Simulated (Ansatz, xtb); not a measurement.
Two structures of B2H2O

We compare X, `B1BO1`, a singlet, with Y, a singlet given by its coordinates. Both are isolated molecules in the gas phase, relaxed with r2SCAN-D4/def2-TZVP.

X (Å):

```csv
atom,x (Å),y (Å),z (Å)
B,-0.7562,-0.0993,-0.4392
B,-1.6233,1.2074,-0.4507
O,-2.1230,-0.0672,-0.6776
H,-0.0350,-1.0374,-0.4135
H,-2.2076,2.2367,-0.4424
```

Y (Å):

```yaml
atoms:
  - { symbol: B, position_ang: [-1.5886, -1.0050, 0.9962] }
  - { symbol: B, position_ang: [-1.2689, 0.8315, -0.9029] }
  - { symbol: O, position_ang: [-1.4334, -0.1137, 0.0743] }
  - { symbol: H, position_ang: [-0.1591, 1.1864, -1.1485] }
  - { symbol: H, position_ang: [-2.2458, 1.2406, -1.4472] }
```

Close contacts (Å): B1–O3 1.29, B2–O3 1.37, B2–H4 1.19, B2–H5 1.19.

Energies in hartree; the thermal terms are from r2SCAN-D4/def2-TZVP harmonic frequencies (ideal gas, rigid rotor, one conformer each, 298.15 K, 1 atm) and include the zero-point energy:

```
                                X           Y
E, CCSD(T)/def2-TZVPP  −125.903918  −125.890986
    zero-point energy     0.027613     0.025930
         H(298 K) − E     0.031786     0.031339
         G(298 K) − E     0.004574     0.001250
```

Task: Work out ΔE, ΔE₀, ΔH and ΔG for X → Y in kcal/mol (1 Eh = 627.51 kcal/mol) and the equilibrium ratio [Y]/[X].

Result: 1. ΔE = −125.890986 − (−125.903918) = +0.012932 Eh = +8.11 kcal/mol.
2. ΔE₀ = ΔE + ΔZPE = +0.012932 + (−0.001683) Eh = +7.06 kcal/mol.
3. ΔH = ΔE + (−0.000447) Eh = +7.83 kcal/mol.
4. ΔG = ΔE + (−0.003324) Eh = +6.03 kcal/mol, so ΔS = (ΔH − ΔG)/T = +25.3 J/(mol K).
5. kT = 0.9442 mEh, so K = [Y]/[X] = exp(−ΔG/kT) = exp(−10.18) ≈ 3.8 × 10^−5.

Structure X is favoured at this temperature. An error of 1 kcal/mol in ΔG would change K by a factor of 5.4. HF/def2-TZVPP gave ΔE the other sign. Mirror images and further conformers aren't counted.

Other levels gave ΔE = +11.8 (GFN2-xTB); +17.0 (HF/STO-3G, GFN2-xTB geometries); +16.2 (r2SCAN-D4/def2-SVP, GFN2-xTB geometries); +14.7 (r2SCAN-D4/def2-TZVP); −2.2 (HF/def2-TZVPP); +12.6 (MP2/def2-TZVPP) kcal/mol. The correlated steps freeze 3 core orbitals. Programs: Ansatz 0.2.0, xtb 6.7.1.
